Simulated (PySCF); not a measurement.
Geometry:
```
atom   x (Å)   y (Å)   z (Å)
  F1  -0.996   0.975  -0.124
  C2  -0.052   0.051  -0.007
 Cl3   0.609   0.127   1.630
 Cl4  -0.774  -1.534  -0.303
 Cl5   1.213   0.381  -1.195
```

Geometry: PBE0-D3(BJ)/def2-SVP; GIAO absolute shieldings from PySCF 2.14, gas phase, non-relativistic, averaged over equivalent atoms.

At PBE0/def2-SVP (82 basis functions, 4.1 s wall time on 1 thread of an Arm Neoverse V1, shared host):
```
      atoms  σ (ppm)
         F1    214.6
         C2     48.6
Cl3/Cl4/Cl5    510.4
```

Predict the values at B97-2/pcSseg-2 on the same geometry.

Answers


```csv
atoms,σ at B97-2/pcSseg-2,change
F1,177.4,-37.2
C2,36.2,-12.4
Cl3/Cl4/Cl5,405.7,-104.7
```

The largest change is at Cl3/Cl4/Cl5 (chlorine bonded to C). Cost: 201 basis functions, 17 s wall time on 1 thread of an Arm Neoverse V1, shared host.

Carbons that carry Cl, above all several Cl atoms, come out too deshielded, partly because spin–orbit coupling is missing.
